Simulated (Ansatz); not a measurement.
**BClHSi−: energies and forces away from the minimum**

How good are functionals off equilibrium? 4 randomly displaced structures are computed with CCSD(T) and cheaper methods.

Program: Ansatz 0.2.0, Gaussian basis. Level of theory: single points with forces in def2-TZVPPD. These are calculated values, not measurements.

Levels: PBE-D4, r2SCAN-D4, PBE0-D4, wB97M-V, Hartree-Fock, MP2, CCSD, CCSD(T). Each coordinate is moved by a Gaussian draw of the width named (0.7 of it for atoms other than hydrogen): 0.04, 0.02, 0.12, 0.04 Å.

Correlated methods freeze the cores.

6 further runs of the same task are left out: 6 set aside as unsound or not needed.

## Step 1: The starting structure

SMILES `[SiH-]=BCl`, 4 atoms, charge -1, spin multiplicity 1.

Atoms are counted from 1 here; the program's logs count them from 0.

Bond lengths: Si1–B2 1.678 Å, Si1–H4 1.253 Å, B2–Cl3 1.536 Å. Angles: B2–Si1–H4 171.5°, Si1–B2–Cl3 159.1°.

Geometry (Å):

```xyz
4

Si   -0.1816    0.8277   -0.3225
B     0.0619   -0.5705    0.5733
Cl    0.4258   -2.0297    0.8859
H    -0.3061    1.7725   -1.1367
```

## Step 2: Relaxation at PBE0-D4

File relax/in.yaml:

```yaml
crystal:
  periodic: [false, false, false]
  atoms:
    - {symbol: Si, position_ang: [-0.181580, 0.827730, -0.322540]}
    - {symbol: B, position_ang: [0.061930, -0.570490, 0.573300]}
    - {symbol: Cl, position_ang: [0.425790, -2.029750, 0.885940]}
    - {symbol: H, position_ang: [-0.306140, 1.772520, -1.136710]}
basis:
  gaussian: {orbitals: def2-TZVPD}
total_charge: -1
hamiltonian: {xc: pbe0, dispersion: d4}
relax: {f_tol: 0.005, max_steps: 200}
```

The command line of these runs was not kept.

The program printed (excerpt; [...] marks lines left out):

```text
Functional definition: PBE0
  name "PBE0"
  cite "Adamo & Barone, J. Chem. Phys. 110, 6158 (1999) doi:10.1063/1.478522"
  cite "Perdew, Burke & Ernzerhof, Phys. Rev. Lett. 77, 3865 (1996) doi:10.1103/PhysRevLett.77.3865"
  parent pbe
[...]
820 factors; their error is unknown
[...]
mean field -21082.24601399 eV, -774.7582509544 hartree, gradient 1.3e-5 eV, S^2 0.000000; 0 other end points of the search recorded, 0 dependent functions left out
[...]
reference -21082.24605086 eV, -774.7582523095 hartree; 19, 19 occupied and 116, 116 virtual orbitals, 820 factors
relax step   1: F+E_penalty+E_count = -21082.35036500 eV  Δ(F+E_penalty+E_count) = +0.000e0 eV  max|allowed force component| = 7.780e0 eV/Å  Δτ_max = 0.0000 Å  (28 SCF iters, accepted)
[...]
relax step   6: F+E_penalty+E_count = -21084.36003873 eV  Δ(F+E_penalty+E_count) = -2.664e-1 eV  max|allowed force component| = 1.593e0 eV/Å  Δτ_max = 0.2000 Å  (36 SCF iters, accepted)
[...]
relax step  11: F+E_penalty+E_count = -21084.81821687 eV  Δ(F+E_penalty+E_count) = -9.919e-3 eV  max|allowed force component| = 9.761e-2 eV/Å  Δτ_max = 0.0541 Å  (33 SCF iters, accepted)
[...]
relax step  16: F+E_penalty+E_count = -21085.28660084 eV  Δ(F+E_penalty+E_count) = -1.220e-1 eV  max|allowed force component| = 8.540e-1 eV/Å  Δτ_max = 0.1945 Å  (37 SCF iters, accepted)
[...]
relax step  19: F+E_penalty+E_count = -21085.30807368 eV  Δ(F+E_penalty+E_count) = -2.932e-5 eV  max|allowed force component| = 5.388e-3 eV/Å  Δτ_max = 0.0018 Å  (33 SCF iters, accepted)
[...]
relax step  20: F+E_penalty+E_count = -21085.30807956 eV  Δ(F+E_penalty+E_count) = -5.873e-6 eV  max|allowed force component| = 1.361e-3 eV/Å  Δτ_max = 0.0011 Å  (24 SCF iters, accepted)
820 factors; their error is unknown
[...]
mean field -21085.21757576 eV, -774.8674538356 hartree, gradient 2.7e-5 eV, S^2 0.000000; 1 other end points of the search recorded, 0 dependent functions left out
[...]
reference -21085.21761002 eV, -774.8674550945 hartree; 19, 19 occupied and 116, 116 virtual orbitals, 820 factors
Total energy: -21085.30811381 eV, -774.8707810474 hartree
Atom 0 at    -0.179645     0.671373    -1.526292 Å, force    -0.000407     0.001361    -0.001205 eV/Å
Atom 1 at     0.051800    -0.318377    -0.045872 Å, force     0.000384    -0.000597     0.000639 eV/Å
Atom 2 at     0.286460    -1.333658     1.403817 Å, force     0.000015    -0.000569     0.001047 eV/Å
Atom 3 at    -0.158615     0.980672     0.168337 Å, force     0.000008    -0.000194    -0.000481 eV/Å
Dipole moment:     0.114422    -0.505492     0.666130 e Å
```

Run time: 29 s. Hardware: 2 threads, shared host; peak memory 0.25 GiB.

Relaxation path:

| step | energy from step 1 (eV) | largest force component (eV/Å) |
| --- | --- | --- |
| 1 | 0.0000 | 7.7800 |
| 2 | -1.1311 | 3.7630 |
| 3 | -1.5887 | 0.5217 |
| 4 | -1.6138 | 0.2898 |
| 5 | -1.7433 | 1.1910 |
| 6 | -2.0097 | 1.5930 |
| 7 | -2.2997 | 0.9382 |
| 8 | -2.3842 | 0.6462 |
| 9 | -2.4225 | 0.4560 |
| 10 | -2.4579 | 0.3644 |
| 11 | -2.4679 | 0.0976 |
| 12 | -2.4820 | 0.2544 |
| 13 | -2.5172 | 0.4319 |
| 14 | -2.6174 | 0.5883 |
| 15 | -2.8143 | 0.7393 |
| 16 | -2.9362 | 0.8540 |
| 17 | -2.9561 | 0.1570 |
| 18 | -2.9577 | 0.0183 |
| 19 | -2.9577 | 0.0054 |
| 20 | -2.9577 | 0.0014 |

Close pairs (by a distance rule), those that changed most:

| bond | before (Å) | after (Å) | change (Å) |
| --- | --- | --- | --- |
| B2–H4 | 2.924 | 1.333 | -1.591 |
| Si1–H4 | 1.253 | 1.723 | +0.469 |
| B2–Cl3 | 1.536 | 1.785 | +0.249 |
| Si1–B2 | 1.678 | 1.796 | +0.117 |

## Step 3: The minimum at every level

File min-pbe-tzvppd/in.yaml:

```yaml
crystal:
  periodic: [false, false, false]
  atoms:
    - {symbol: Si, position_ang: [-0.179645, 0.671373, -1.526292]}
    - {symbol: B, position_ang: [0.051800, -0.318377, -0.045872]}
    - {symbol: Cl, position_ang: [0.286460, -1.333658, 1.403817]}
    - {symbol: H, position_ang: [-0.158615, 0.980672, 0.168337]}
basis:
  gaussian: {orbitals: "def2-TZVPPD.json"}
total_charge: -1
hamiltonian: {xc: pbe, dispersion: d4}
```

min-r2scan-tzvppd/in.yaml differs from min-pbe-tzvppd/in.yaml so:

```diff
-hamiltonian: {xc: pbe, dispersion: d4}
+hamiltonian: {xc: r2scan, dispersion: d4}
```

min-pbe0-tzvppd/in.yaml:

```diff
-hamiltonian: {xc: pbe, dispersion: d4}
+hamiltonian: {xc: pbe0, dispersion: d4}
+output: {orbitals: {seedname: orbitals}}
```

min-b3lyp-tzvppd/in.yaml:

```diff
-hamiltonian: {xc: pbe, dispersion: d4}
+hamiltonian: {xc: {name: B3LYP}, dispersion: d4}
```

min-wb97mv-tzvppd/in.yaml:

```diff
-hamiltonian: {xc: pbe, dispersion: d4}
+hamiltonian: {xc: {name: wB97M-V}}
```

min-ccsdt-tzvppd/in.yaml:

```diff
-hamiltonian: {xc: pbe, dispersion: d4}
+correlation: {method: ccsd_t}
```

The basis file named in the input lies beside it (Basis Set Exchange, JSON).

Log of min-pbe-tzvppd:

```text
Functional definition: PBE
  name "PBE"
[... 2 set-up lines as earlier in the session ...]
  parameter kappa = 0.804
  parameter beta = 0.06672455060314922
  exchange = pbe_x(kappa = kappa, mu = beta*pi^2/3)
  correlation = pbe_c(beta = beta)
853 factors; their error is unknown
mean field evaluation 1: about -21077.8131 eV, gradient 4.3e1 eV
mean field evaluation 2: about -21040.6821 eV, gradient 9.3e1 eV
mean field evaluation 4: about -21083.4181 eV, gradient 7.5e0 eV
mean field evaluation 8: about -21083.5273 eV, gradient 9.2e-2 eV
mean field evaluation 16: about -21083.5113 eV, gradient 3.2e-5 eV
mean field -21083.51128610 eV, -774.8047488471 hartree, gradient 3.2e-5 eV, S^2 0.000000; 0 other end points of the search recorded, 0 dependent functions left out
reference -21083.51132941 eV, -774.8047504384 hartree; 19, 19 occupied and 134, 134 virtual orbitals, 853 factors
Total energy: -21083.61854239 eV, -774.8086904429 hartree
```

min-r2scan-tzvppd printed:

```text
Functional definition: r2SCAN
  name "r2SCAN"
  cite "Furness, Kaplan, Ning, Perdew & Sun, J. Phys. Chem. Lett. 11, 8208 (2020) doi:10.1021/acs.jpclett.0c02405"
  cite "Furness, Kaplan, Ning, Perdew & Sun, J. Phys. Chem. Lett. 11, 9248 (2020) doi:10.1021/acs.jpclett.0c03077"
  parent r2scan
  parameter k0 = 0.174
  parameter k1 = 0.065
  parameter a1 = 4.9479
  exchange = r2scan_x(k0 = k0, k1 = k1, a1 = a1)
  correlation = r2scan_c
853 factors; their error is unknown
mean field evaluation 1: about -21087.1456 eV, gradient 3.8e1 eV
mean field evaluation 2: about -21058.9666 eV, gradient 7.6e1 eV
mean field evaluation 4: about -21091.5320 eV, gradient 5.9e0 eV
mean field evaluation 8: about -21091.6303 eV, gradient 1.4e-1 eV
mean field evaluation 16: about -21091.6131 eV, gradient 5.5e-4 eV
mean field -21091.61308218 eV, -775.1024843614 hartree, gradient 4.5e-5 eV, S^2 0.000000; 0 other end points of the search recorded, 0 dependent functions left out
reference -21091.61309843 eV, -775.1024849586 hartree; 19, 19 occupied and 134, 134 virtual orbitals, 853 factors
Total energy: -21091.63594180 eV, -775.1033244367 hartree
```

min-pbe0-tzvppd printed (excerpt; [...] marks lines left out):

```text
[... 5 set-up lines as earlier in the session ...]
  parameter a = 0.25
[... 2 set-up lines as earlier in the session ...]
  exchange = (1 - a)*pbe_x(kappa = kappa, mu = beta*pi^2/3) + a*exact_x
[... 1 set-up line as earlier in the session ...]
880 factors; their error is unknown
mean field evaluation 1: about -21082.3857 eV, gradient 2.9e1 eV
mean field evaluation 2: about -21080.6459 eV, gradient 3.9e1 eV
mean field evaluation 4: about -21085.0722 eV, gradient 5.3e0 eV
mean field evaluation 8: about -21085.1701 eV, gradient 1.5e-2 eV
mean field evaluation 16: about -21085.2266 eV, gradient 2.7e-5 eV
mean field -21085.22662587 eV, -774.8677864208 hartree, gradient 2.7e-5 eV, S^2 0.000000; 0 other end points of the search recorded, 0 dependent functions left out
reference -21085.22666003 eV, -774.8677876763 hartree; 19, 19 occupied and 134, 134 virtual orbitals, 880 factors
Total energy: -21085.31716384 eV, -774.8711136297 hartree
```

Output in min-b3lyp-tzvppd (excerpt; [...] marks lines left out):

```text
Functional definition: B3LYP
  name "B3LYP"
  cite "Stephens, Devlin, Chabalowski & Frisch, J. Phys. Chem. 98, 11623 (1994) doi:10.1021/j100096a001"
  cite "Becke, Phys. Rev. A 38, 3098 (1988) doi:10.1103/PhysRevA.38.3098"
  cite "Lee, Yang & Parr, Phys. Rev. B 37, 785 (1988) doi:10.1103/PhysRevB.37.785"
  cite "Vosko, Wilk & Nusair, Can. J. Phys. 58, 1200 (1980) doi:10.1139/p80-159"
[...]
873 factors; their error is unknown
[...]
mean field -21094.66254551 eV, -775.2145500716 hartree, gradient 2.3e-5 eV, S^2 0.000000; 0 other end points of the search recorded, 0 dependent functions left out
reference -21094.66276165 eV, -775.2145580146 hartree; 19, 19 occupied and 134, 134 virtual orbitals, 873 factors
Total energy: -21094.84062916 eV, -775.2210945251 hartree
```

Output in min-wb97mv-tzvppd (excerpt; [...] marks lines left out):

```text
Functional definition: wB97M-V
  name "wB97M-V"
  cite "Mardirossian & Head-Gordon, J. Chem. Phys. 144, 214110 (2016) doi:10.1063/1.4952647"
  cite "Becke, J. Chem. Phys. 107, 8554 (1997) doi:10.1063/1.475007"
  cite "Vydrov & Van Voorhis, J. Chem. Phys. 133, 244103 (2010) doi:10.1063/1.3521275"
  # Of w^i u^j: cxij and so on, Table III.
[...]
  gx(w, u) = 1 - cx + cx01*u + cx10*w
  gss(w, u) = css00 + css04*u^4 + css10*w + css20*w^2 + css43*w^4*u^3
  gos(w, u) = cos00 + cos10*w + (cos20 + cos21*u)*w^2 + (cos60 + cos61*u)*w^6
[...]
      + integral(e_c_pw_mod_opposite_spin*gos(b97_w_opposite, b97_u_opposite)) + vv10(b, c)
861 factors; their error is unknown
212 factors; integrals over basis functions are off by at most 4.6e-5 eV
[...]
mean field -21092.11793749 eV, -775.1210374517 hartree, gradient 4.7e-5 eV, S^2 0.000000; 0 other end points of the search recorded, 0 dependent functions left out
reference -21092.11799171 eV, -775.1210394443 hartree; 19, 19 occupied and 134, 134 virtual orbitals, 861 factors
Total energy: -21092.11799171 eV, -775.1210394443 hartree
```

Output in min-ccsdt-tzvppd (excerpt; [...] marks lines left out):

```text
Functional definition: HF
  name "HF"
  cite "Fock, Z. Phys. 61, 126 (1930) doi:10.1007/BF01340294"
[... 1 set-up line as earlier in the session ...]
[...]
898 factors; integrals over basis functions are off by at most 1.1e-3 eV
[...]
mean field -21053.23597858 eV, -773.6921518169 hartree, gradient 2.5e-6 eV, S^2 0.000000; 1 other end points of the search recorded, 0 dependent functions left out; unrestricted orbitals would lower it
11 core orbitals not correlated: weight in the atoms' cores, before any rotation towards them, 1.000 or more for the frozen orbitals, at most 0.000 for the correlated occupied ones
reference -21053.23597858 eV, -773.6921518169 hartree; 8, 8 occupied and 134, 134 virtual orbitals, 898 factors
second order -11.51568363 eV of doubles, -0.00000000 eV of singles
cycle   1  -11.95093320 eV  change   -4.4e-1 eV  update   9.7e-2
[...]
cycle  11  -12.35718227 eV  change   -4.1e-7 eV  update   1.1e-5
perturbative correction -0.71504186 eV, -0.0262773036 hartree
Total energy: -21066.30820270 eV, -774.1725471928 hartree
```

They took 0.75 s (min-pbe-tzvppd), 1.6 s (min-r2scan-tzvppd), 1.2 s (min-pbe0-tzvppd), 1.2 s (min-b3lyp-tzvppd), 3.4 s (min-wb97mv-tzvppd), 7 s (min-ccsdt-tzvppd) on 2 threads, shared host; peak memory 1.1 GiB.

[end of part 1 of 2]
